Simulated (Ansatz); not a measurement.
# The cluster RuPt3− (doublet): one molecule under many settings

How do the results and run time of the cluster RuPt3− (doublet) respond when the settings are drawn wide?

The runs use Ansatz 0.2.0, Gaussian basis; the settings change from run to run.

5 further runs of the same task are left out: 4 that didn't finish, 1 set aside as unsound or not needed.

## (1) The geometry

The geometry comes from an earlier relaxation with r2SCAN-D4/def2-SVPD; it is a stationary point. Pt, Ru take a core potential in def2 sets; no spin-orbit term is included.

4 atoms, charge -1, spin multiplicity 2.

Atoms are counted from 1 here; the program's logs count them from 0.

Bond lengths: Pt1–Pt3 2.651 Å, Pt1–Ru4 2.427 Å, Pt2–Pt3 2.650 Å, Pt2–Ru4 2.416 Å, Pt3–Ru4 2.403 Å. Angles: Pt3–Pt1–Ru4 56.3°, Pt3–Pt2–Ru4 56.4°, Pt1–Pt3–Pt2 113.8°, Pt1–Pt3–Ru4 57.1°, Pt2–Pt3–Ru4 56.9°, Pt1–Ru4–Pt2 133.0°, Pt1–Ru4–Pt3 66.6°, Pt2–Ru4–Pt3 66.7°.

## (2) wB97X-V/def2-TZVP

Options: charge -2, multiplicity 1, atoms shaken by 0.03 Å.

The input, in.yaml:

```yaml
crystal:
  periodic: [false, false, false]
  atoms:
    - {symbol: Pt, position_ang: [1.995696, -0.986816, -0.132524]}
    - {symbol: Pt, position_ang: [-2.094498, 0.781145, 0.034369]}
    - {symbol: Pt, position_ang: [0.489902, 1.236545, 0.058517]}
    - {symbol: Ru, position_ang: [-0.481303, -0.985256, 0.013995]}
basis:
  gaussian: {orbitals: def2-TZVP}
total_charge: -2
hamiltonian: {xc: {name: wB97X-V}}
scf: {omitted_lower_state_checks: [starts]}
output: {forces: true}
```

On the command line:

```
ansatz run in.yaml --threads 4 --pin off --events-out ev --progress --plain --max-ram 3916MiB
```

What it wrote, shortened:

```text
Functional definition: wB97X-V
  name "wB97X-V"
  cite "Mardirossian & Head-Gordon, Phys. Chem. Chem. Phys. 16, 9904 (2014) doi:10.1039/C3CP54374A"
  cite "Becke, J. Chem. Phys. 107, 8554 (1997) doi:10.1063/1.475007"
  cite "Vydrov & Van Voorhis, J. Chem. Phys. 133, 244103 (2010) doi:10.1063/1.3521275"
[...]
      + integral(e_c_pw_opposite_spin*poly(b97_u_opposite, cos0, cos1)) + vv10(b, c)
[...]
1501 factors; integrals over basis functions are off by at most 1.8e-4 eV
316 factors; integrals over basis functions are off by at most 1.5e-5 eV
[...]
mean field -12316.97611285 eV, -452.6405234010 hartree, gradient 1.3e-5 eV, S^2 0.000000; 0 other end points of the search recorded, 0 dependent functions left out
[...]
reference -12316.97611133 eV, -452.6405233449 hartree; 36, 36 occupied and 124, 124 virtual orbitals, 1501 factors
Total energy: -12316.97611133 eV, -452.6405233449 hartree
Atom 0 at     1.995696    -0.986816    -0.132524 Å, force    -0.102458     0.169316    -0.041415 eV/Å
Atom 1 at    -2.094498     0.781145     0.034369 Å, force    -0.604757     0.469843    -0.053068 eV/Å
Atom 2 at     0.489902     1.236545     0.058517 Å, force     0.015940    -0.714692     0.020983 eV/Å
Atom 3 at    -0.481303    -0.985256     0.013995 Å, force     0.691275     0.075533     0.073500 eV/Å
Dipole moment:     0.078426     0.252558    -0.003633 e Å
Checks for a lower state left out: starts
```

Wall time 51 s (4 threads of Arm Neoverse N1, shared host); peak memory 0.71 GiB.

Largest force 0.768 eV/Å.

## (3) wPBEh/def2-SVP

The input, in.yaml:

```yaml
crystal:
  periodic: [false, false, false]
  atoms:
    - {symbol: Pt, position_ang: [1.981359, -1.003287, -0.147889]}
    - {symbol: Pt, position_ang: [-2.080760, 0.780443, 0.033748]}
    - {symbol: Pt, position_ang: [0.534613, 1.210421, 0.038063]}
    - {symbol: Ru, position_ang: [-0.435212, -0.987576, 0.076088]}
basis:
  gaussian: {orbitals: def2-SVP}
total_charge: -1
magnetization: {spin_polarized: true, initial_magnetization: 1}
hamiltonian: {xc: {name: wPBEh}}
scf: {omitted_lower_state_checks: [starts]}
output: {forces: true}
```

Same command.

What it wrote, shortened:

```text
Functional definition: wPBEh
  name "wPBEh"
  cite "Heyd, Scuseria & Ernzerhof, J. Chem. Phys. 118, 8207 (2003) doi:10.1063/1.1564060"
  cite "Krukau, Vydrov, Izmaylov & Scuseria, J. Chem. Phys. 125, 224106 (2006) doi:10.1063/1.2404663"
  cite "Heyd & Scuseria, J. Chem. Phys. 120, 7274 (2004) doi:10.1063/1.1668634"
  cite "Ernzerhof & Perdew, J. Chem. Phys. 109, 3313 (1998) doi:10.1063/1.476928"
  cite "Perdew, Burke & Ernzerhof, Phys. Rev. Lett. 77, 3865 (1996) doi:10.1103/PhysRevLett.77.3865"
  parent pbe
[...]
1310 factors; integrals over basis functions are off by at most 2.6e-4 eV
90 factors; integrals over basis functions are off by at most 1.1e-5 eV
[...]
mean field -12323.83065203 eV, -452.8924230695 hartree, gradient 8.5e-6 eV, S^2 1.795215; 0 other end points of the search recorded, 0 dependent functions left out
[...]
reference -12323.83068761 eV, -452.8924243770 hartree; 36, 35 occupied and 91, 92 virtual orbitals, 1310 factors
Total energy: -12323.83068761 eV, -452.8924243770 hartree
Atom 0 at     1.981359    -1.003287    -0.147889 Å, force     0.180627     0.001613     0.011138 eV/Å
Atom 1 at    -2.080760     0.780443     0.033748 Å, force    -0.207245     0.203286     0.022834 eV/Å
Atom 2 at     0.534613     1.210421     0.038063 Å, force     0.103473     0.194676    -0.025736 eV/Å
Atom 3 at    -0.435212    -0.987576     0.076088 Å, force    -0.076855    -0.399575    -0.008237 eV/Å
Dipole moment:    -0.048758    -0.103739    -0.013000 e Å
Checks for a lower state left out: starts
```

Wall time 78 s (4 threads of Arm Neoverse N1, shared host); peak memory 0.72 GiB.

Largest force 0.407 eV/Å, ⟨S²⟩ 1.795. The spin excess of 1.05 shows a contaminated determinant.

## (4) PBEsol/def2-SVPD

Options: atoms shaken by 0.08 Å, D3(BJ) dispersion.

The input, in.yaml:

```yaml
crystal:
  periodic: [false, false, false]
  atoms:
    - {symbol: Pt, position_ang: [2.000984, -1.092531, -0.026507]}
    - {symbol: Pt, position_ang: [-2.094883, 0.816612, -0.117582]}
    - {symbol: Pt, position_ang: [0.545453, 1.112624, 0.051692]}
    - {symbol: Ru, position_ang: [-0.484695, -1.026663, 0.081973]}
basis:
  gaussian: {orbitals: def2-SVPD}
total_charge: -1
magnetization: {spin_polarized: true, initial_magnetization: 1}
hamiltonian: {xc: {name: PBEsol}, dispersion: d3bj}
scf: {omitted_lower_state_checks: [starts]}
```

Launched as before.

What it wrote:

```text
Functional definition: PBEsol
  name "PBEsol"
  cite "Perdew et al., Phys. Rev. Lett. 100, 136406 (2008) doi:10.1103/PhysRevLett.100.136406"
  cite "Perdew, Burke & Ernzerhof, Phys. Rev. Lett. 77, 3865 (1996) doi:10.1103/PhysRevLett.77.3865"
  parent pbesol
  exchange = pbesol_x
  correlation = pbesol_c
these checks for a lower state are left out or cut short: starts
1326 factors; their error is unknown
mean field evaluation 1: about -12298.6587 eV, gradient 5.8e1 eV
mean field evaluation 2: about -11926.2180 eV, gradient 2.1e2 eV
mean field evaluation 4: about -12212.6459 eV, gradient 1.4e2 eV
mean field evaluation 8: about -12314.8489 eV, gradient 4.1e0 eV
mean field evaluation 16: about -12315.3013 eV, gradient 2.3e-1 eV
mean field evaluation 32: about -12315.3018 eV, gradient 3.7e-5 eV
mean field -12315.30183288 eV, -452.5789947469 hartree, gradient 5.6e-6 eV, S^2 1.893385; 0 other end points of the search recorded, 0 dependent functions left out
reference -12315.30186756 eV, -452.5789960215 hartree; 36, 35 occupied and 103, 104 virtual orbitals, 1326 factors
Total energy: -12315.43746752 eV, -452.5839792281 hartree
Checks for a lower state left out: starts
```

Wall time 35 s (4 threads of Arm Neoverse N1, shared host).

⟨S²⟩ 1.893. The spin excess of 1.14 shows a contaminated determinant.

## (5) The runs in one table

```
            level  charge  multiplicity  geometry  functions  energy (eV)  time
wB97X-V/def2-TZVP      -2             1    shaken        160   -12316.976  51 s
   wPBEh/def2-SVP      -1             2   relaxed        127   -12323.831  78 s
 PBEsol/def2-SVPD      -1             2    shaken        139   -12315.437  35 s
```

## (6) Results

| quantity | value |
| --- | --- |
| runs | 3 |
| quickest | PBEsol/def2-SVPD, 35 s |
| slowest | wPBEh/def2-SVP, 78 s |

**Reading.** The runs differ in state or geometry as well as level, so their energies can't be set against each other. Run time spans a factor of 2, from PBEsol/def2-SVPD to wPBEh/def2-SVP. The jobs differ in tasks and options as well as level. At the r2SCAN-D4/def2-SVPD geometry and in the same state, runs without warnings or point charges leave forces up to 0.41 eV/Å (wPBEh/def2-SVP).

A small anion of this charge may not be bound in the gas phase; the finite basis can hold electrons that would leave.
